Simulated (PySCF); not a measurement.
Species: difluorosilane, F₂H₂Si.
Bonds: F1–Si2, Si2–F3. Hydrogens: H4, H5 on Si2.

Level of theory: PySCF 2.14.0, density-fitted response routines, TDDFT wB97X-D/def2-SVPD, vertical, gas phase, core orbitals frozen in the response. Geometry: GFN2-xTB; no solvent, vibrations or thermal averaging.

```json
{"state": "S1", "E (eV)": "8.69", "λ (nm)": "142.7", "f": "0.0000", "symmetry": "–", "main configurations (H = HOMO, L = LUMO)": "H→L (99%)"}
{"state": "S2", "E (eV)": "9.20", "λ (nm)": "134.8", "f": "0.069", "symmetry": "B1 or B2", "main configurations (H = HOMO, L = LUMO)": "H→L+1 (91%)"}
{"state": "S3", "E (eV)": "10.20", "λ (nm)": "121.6", "f": "0.110", "symmetry": "B1 or B2", "main configurations (H = HOMO, L = LUMO)": "H→L+2 (86%)"}
{"state": "S4", "E (eV)": "10.86", "λ (nm)": "114.2", "f": "0.081", "symmetry": "B1 or B2", "main configurations (H = HOMO, L = LUMO)": "H-1→L (79%), H-2→L+1 (16%)"}
{"state": "S5", "E (eV)": "10.91", "λ (nm)": "113.7", "f": "0.0023", "symmetry": "A1", "main configurations (H = HOMO, L = LUMO)": "H-2→L (90%)"}
{"state": "S6", "E (eV)": "11.20", "λ (nm)": "110.7", "f": "0.069", "symmetry": "B1 or B2", "main configurations (H = HOMO, L = LUMO)": "H-3→L (91%)"}
{"state": "S7", "E (eV)": "11.27", "λ (nm)": "110.0", "f": "0.107", "symmetry": "A1", "main configurations (H = HOMO, L = LUMO)": "H-1→L+1 (87%)"}
{"state": "S8", "E (eV)": "11.37", "λ (nm)": "109.1", "f": "0.109", "symmetry": "B1 or B2", "main configurations (H = HOMO, L = LUMO)": "H-2→L+1 (78%), H-1→L (16%)"}
```

Triplets (Tamm–Dancoff): T1 8.23 eV, H→L (96%); T2 8.50 eV, H→L+1 (84%), H→L+2 (8%); T3 9.84 eV, H→L+2 (62%), H→L+3 (29%).

The lowest singlet comes at 143 nm (838 kJ/mol) in the vacuum ultraviolet; it is dark (f under 0.0005); its leading configuration is HOMO→LUMO (99%). The largest oscillator strength of a single state is 0.110. Löwdin shares by element: HOMO hydrogen 43%, silicon 31%, fluorine 13% or more; LUMO silicon 44%, hydrogen 31%, fluorine 12% or more. The listed states span 2.68 eV, and the widest gap between neighbours is 1.00 eV (S2 to S3). The oscillator strengths of these states sum to 0.548; summed over the whole spectrum of an exact calculation they would give the number of electrons, 34 (Thomas–Reiche–Kuhn). Weighted by f, the mean energy of these states is 10.74 eV. Symmetry labels in C2v follow from the direction of the transition dipole and are given only for states with f of 0.002 or more; B1 and B2 swap with the choice of axes. Only the lowest 8 singlets were computed, as vertical energies without vibronic structure.
